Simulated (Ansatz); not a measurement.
C₂H₅FOS, SMILES `CC(O)(F)S`, relaxed with RKS PBE0-D4/def2-TZVP in the Gaussian-basis code of Ansatz from a PBE-D4/def2-SVP geometry. The force threshold is 0.005 eV/Å; the program also tests the step.

Total charge 0; spin multiplicity 1.

Start:

```xyz
10

C    -0.301    0.999   -0.560
C     0.000   -0.383   -0.020
O     0.629   -1.125   -0.988
F    -1.204   -0.986    0.350
S     1.087   -0.364    1.512
H    -0.943    0.898   -1.458
H    -0.833    1.597    0.203
H     0.637    1.514   -0.836
H     0.873   -1.982   -0.581
H     0.056   -0.167    2.379
```

Q: By how much does the energy fall, and how many steps does the optimiser take? (An estimate is asked.)

A: The calculation gave: 4.50 kJ/mol, in 6 steps.

Q: Which bonds change most? (Estimate.)

A: The calculation gave: C2–S5 from 1.879 to 1.839 Å; S5–H10 from 1.361 to 1.342 Å; C1–H6 from 1.108 to 1.092 Å; C1–H8 from 1.105 to 1.089 Å.

Q: Give the relaxed structure. (An estimate is asked.)

A: Ansatz gave: 
```xyz
10

C    -0.300    0.986   -0.540
C     0.001   -0.388   -0.011
O     0.635   -1.114   -0.980
F    -1.193   -1.001    0.323
S     1.056   -0.393    1.496
H    -0.924    0.890   -1.431
H    -0.831    1.568    0.213
H     0.627    1.495   -0.798
H     0.860   -1.979   -0.617
H     0.070   -0.065    2.345
```
